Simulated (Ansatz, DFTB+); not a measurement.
**hcp Ru: properties by level of theory**

Reference values: lattice constant a 2.706 Å (measured, 293 K, not corrected to a static lattice, our sources range from 2.700 to 2.706; as tabulated in Wikipedia's data pages); lattice parameter c 4.282 Å (measured, 293 K, no zero-point or thermal correction; as tabulated in Wikipedia's data pages).

```tsv
level (code)	equilibrium lattice constant a (Å)	c axis length (Å)
GFN1-xTB as cut by DFTB+	2.744	4.367
r²SCAN-D4 (Ansatz)	2.699	4.255
r²SCAN+rVV10 (Ansatz)	2.697	4.252
HSE06 (Ansatz)	2.681	4.236
PBE0 (Ansatz)	2.681	4.238
```

Differences from the reference values (errors of the level alone only where the reference is corrected to a static lattice):

```json
[
 {"level": "GFN1-xTB as cut by DFTB+", "lattice constant a (%)": "+1.40", "lattice parameter c (%)": "+1.99"},
 {"level": "r²SCAN-D4", "lattice constant a (%)": "-0.26", "lattice parameter c (%)": "-0.63"},
 {"level": "r²SCAN+rVV10", "lattice constant a (%)": "-0.33", "lattice parameter c (%)": "-0.70"},
 {"level": "HSE06", "lattice constant a (%)": "-0.92", "lattice parameter c (%)": "-1.07"},
 {"level": "PBE0", "lattice constant a (%)": "-0.92", "lattice parameter c (%)": "-1.03"}
]
```

Nearest: lattice constant a, not ranked (reference at room or unstated temperature); lattice parameter c, not ranked (reference at room or unstated temperature).

Caveats: codes differ in how they cut the long-range tail of xTB's charge interaction in a crystal, so the value belongs to this code (GFN1-xTB as cut by DFTB+); the method was fitted mainly to molecules (GFN1-xTB as cut by DFTB+). Ansatz's density-functional and Hartree–Fock values are scalar-relativistic unless marked +SOC, with PAW data made under PBE.

Differences are worked out from the printed values.

Static lattice: no zero-point or thermal effects.

Ansatz is a first-principles code.
